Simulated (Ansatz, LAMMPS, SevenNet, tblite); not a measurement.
## Wurtzite CdSe: properties by level of theory

Reference values: lattice constant a 4.298 Å (measured, temperature not stated, no zero-point or thermal correction; as tabulated in PVEducation, CdSe (wurtzite), citing its ref. 1); lattice parameter c 7.015 Å (measured, temperature not stated, not corrected to a static lattice; as tabulated in PVEducation, CdSe (wurtzite), citing its ref. 1).

```json
[
 {"level (code)": "ionic model fan2014 (rigid ions, LAMMPS)", "equilibrium lattice constant a (Å)": "4.318", "lattice parameter c (Å)": "6.938"},
 {"level (code)": "GFN1-xTB (tblite)", "equilibrium lattice constant a (Å)": "4.384", "lattice parameter c (Å)": "7.142"},
 {"level (code)": "GFN2-xTB (tblite)", "equilibrium lattice constant a (Å)": "4.460", "lattice parameter c (Å)": "7.281"},
 {"level (code)": "SevenNet-0", "equilibrium lattice constant a (Å)": "4.390", "lattice parameter c (Å)": "7.183"},
 {"level (code)": "HSE06 (Ansatz)", "equilibrium lattice constant a (Å)": "4.348", "lattice parameter c (Å)": "7.090"}
]
```

Differences from the reference values (errors of the level alone only where the reference is corrected to a static lattice):

```tsv
level	lattice constant a (%)	lattice parameter c (%)
ionic model fan2014	+0.47	-1.10
GFN1-xTB	+2.00	+1.81
GFN2-xTB	+3.77	+3.79
SevenNet-0	+2.14	+2.39
HSE06	+1.16	+1.07
```

Nearest: lattice constant a, not ranked (reference at room or unstated temperature); lattice parameter c, not ranked (reference at room or unstated temperature).

Empirical potentials (ionic model fan2014) are fitted to chosen data: where that held the value shown, agreement is built in, and what lay outside the fit can be far off. Machine-learned potentials (SevenNet-0) are trained on DFT data: a solid inside that data is no test of them.

Caveats: the method was fitted mainly to molecules (GFN1-xTB, GFN2-xTB); the run uses a supercell at the zone centre in place of a k mesh (GFN1-xTB, GFN2-xTB). Ansatz's density-functional and Hartree–Fock values are scalar-relativistic unless marked +SOC, with PAW data made under PBE.

Differences are worked out from the printed values.

Static lattice: no zero-point or thermal effects.

Ansatz is a first-principles code.
